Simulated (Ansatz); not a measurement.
Consider the hydrogenolysis of a C–C bond: `C/C(F)=C(/C)Cl` + H₂ → `C/C(Cl)=C/F` + CH₄.

Program: Ansatz. Geometries: PBE0-D4/def2-TZVP. ΔE: electronic, gas phase. CCSD(T)/CBS adds triple-zeta CCSD(T) − MP2 to the extrapolated MP2 energy (def2 sets, frozen cores). This one scheme is used for every species. Double bonds are as drawn, so ΔE can hold a change between cis and trans.

`C/C(F)=C(/C)Cl`:

```xyz
12

C    -1.765   -0.795   -0.329
C    -0.583    0.087   -0.264
F    -0.796    1.273   -0.875
C     0.612   -0.109    0.286
C     1.734    0.864    0.287
Cl    0.942   -1.612    1.082
H    -2.028   -0.991   -1.372
H    -2.622   -0.305    0.141
H    -1.577   -1.740    0.173
H     2.611    0.437   -0.207
H     2.023    1.114    1.311
H     1.447    1.777   -0.232
```

H₂:

Z-matrix (Å, degrees):
```
H
H 1 0.746
```

`C/C(Cl)=C/F`:

Cartesian coordinates in Å:
```
C 0.222 -0.160 -1.134
C -0.432 -0.003 0.191
Cl -2.150 -0.130 0.216
C 0.234 0.223 1.313
F -0.355 0.363 2.496
H 1.305 -0.062 -1.038
H -0.137 0.598 -1.834
H -0.003 -1.140 -1.562
H 1.314 0.312 1.352
```

CH₄:

Cartesian coordinates in Å:
```
C 0.000 0.000 0.000
H 0.159 -1.070 0.131
H 0.140 0.263 -1.048
H 0.715 0.551 0.611
H -1.013 0.257 0.307
```

```csv
species,CCSD(T)/CBS(def2) energy (Eh)
`C/C(F)=C(/C)Cl`,-715.37420
H₂,-1.17544
`C/C(Cl)=C/F`,-676.10386
CH₄,-40.46206
```

Problem. Work out ΔE.

Solution. ΔE = (-676.10386) + (-40.46206) − (-715.37420) − (-1.17544) = -0.01628 Eh = -0.44 eV.

Largest T1 diagnostic among the species: 0.011.

The D4 term adds +0.09 eV with B3LYP and +0.05 eV with PBE0; it sums over pairs of atoms, weighted by their polarisabilities, and B3LYP, whose exchange is more repulsive, gets the larger term. In def2-TZVPP, CCSD(T) changes the Hartree–Fock value by +0.21 eV (the triples alone add +0.04 eV) and MP2 by +0.26 eV.

B3LYP here is the variant with VWN-RPA as its local correlation; programs differ in this.
